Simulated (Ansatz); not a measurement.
A nudged elastic band was laid between two geometries of BFH2O + H (6 atoms, charge 0, multiplicity 2).

The calculation used UKS B3LYP/6-31G* in Ansatz 0.2.0.

```json
{"movable images": "5", "climbing image": "yes", "spring": "5.0 eV/Å²", "optimiser": "quadratic models (default)", "start path": "through a guess of the saddle point", "force threshold": "0.05 eV/Å", "iteration limit": "60", "end points": "relaxed"}
```

Image 0:

```xyz
6
Properties=species:S:1:pos:R:3
B 0.008 -0.106 -0.238
F -0.011 -0.388 1.069
H 1.013 0.272 -0.750
O -1.109 -0.249 -0.984
H -1.861 -0.563 -0.456
H 0.038 0.187 3.922
```

Image 6:

```xyz
6
Properties=species:S:1:pos:R:3
B 0.027 -0.369 -0.312
F -0.197 -0.504 2.352
H 0.837 0.454 0.039
O -1.193 0.048 -0.683
H -1.778 -0.673 -0.962
H 0.383 0.197 2.130
```

Problem. Which bonds break or form, and what moves?

Solution. Bonds broken: B1–F2. Bonds formed: F2–H6. BFH2O + H becomes BH2O + FH.

Problem. What energy profile does the band end with?

Solution. It converged. The highest image is number 3 of 0 to 6, 2.39 eV above the first end and 0.63 eV above the last; the last end lies 1.76 eV above the first. Neighbouring images differ by up to 2.3 eV, so the band resolves the path poorly. A vibrational analysis at the climbing image gives one clearly imaginary mode, 1313i cm⁻¹: a first-order saddle point.

```
image  path coordinate (Å)  energy (eV)  B1–F2 (Å)  F2–H6 (Å)
    0                 0.00         0.00       1.34       2.91
    1                 0.83         0.00       1.34       2.98
    2                 1.67         0.06       1.34       2.21
    3                 2.51         2.39       1.64       1.08
    4                 3.09         1.78       2.34       0.94
    5                 3.68         1.76       2.70       0.94
    6                 4.26         1.76       2.68       0.94
```

Problem. What is the geometry of the highest image?

Solution. 
```xyz
6
Properties=species:S:1:pos:R:3:forces:R:3
B 0.091 -0.310 -0.069 0.00 0.00 0.00
F 0.069 -0.495 1.558 0.00 0.00 0.00
H 1.046 0.325 -0.397 0.00 0.00 0.00
O -1.140 0.006 -0.560 0.00 0.00 0.00
H -1.835 -0.609 -0.286 0.00 0.00 0.00
H -0.152 0.237 2.318 0.00 0.00 0.00
```

Run time: 2.4 min on 1 thread of Arm Neoverse V2, on a shared host, peak memory 0.12 GiB.
